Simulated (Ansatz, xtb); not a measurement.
## Ligand exchange: C3H8 + SiH2(SiH3)F → C2H8Si + SiH2(CH3)F

Species: C3H8 (propane) `CCC`, singlet; SiH2(SiH3)F, singlet; C2H8Si `CC[SiH3]`, singlet; SiH2(CH3)F, singlet. The partners trade CH3 for SiH3: C–CH3 and Si–SiH3 bonds give way to C–SiH3 and Si–CH3.

Shapes, held fixed at every level: PBE0-D4/def2-TZVP. Programs: Ansatz 0.2.0, xtb 6.7.1. The zero-point and thermal change to 298 K, harmonic and unscaled (PBE0-D4/def2-TZVP), is -4.2 kJ/mol.

Estimate ΔH(298 K) of this reaction.

The highest level, CCSD(T)/CBS estimate, gives ΔH(298 K) = -52.1 kJ/mol; the levels span -58.1 to -9.4. The column of differences is taken from that level and isn't an error. No measured value is set beside it here. The CBS estimate extrapolates MP2 from def2-TZVPP and def2-QZVPP and adds CCSD(T) − MP2 in the triple-zeta set, cores frozen. Times are processor times on shared x86 and Arm servers, and rough.

```tsv
level	kind	ΔH(298 K) (kJ/mol)	less CCSD(T)/CBS estimate	CPU time (sum over the molecules)
GFN1-xTB	semi-empirical	-9.4	+42.7	0.13 s
HF/def2-TZVPP	Hartree–Fock	-51.4	+0.7	–
SPW92/def2-TZVPP	LDA	-42.5	+9.6	10 s
BHLYP-D4/def2-TZVPP	global hybrid	-51.9	+0.2	18 s
PBE0-D4/def2-TZVPP	global hybrid	-44.3	+7.8	17 s
wB97M-V/def2-TZVPP	range-separated hybrid	-58.1	-6.0	66 s
MP2/def2-SVP	perturbation theory	-48.6	+3.5	–
CCSD(T)/def2-SVP	coupled cluster or CI	-39.9	+12.2	14 s
CCSD(T)/CBS estimate	coupled cluster or CI	-52.1	0.0	7.8 min
```
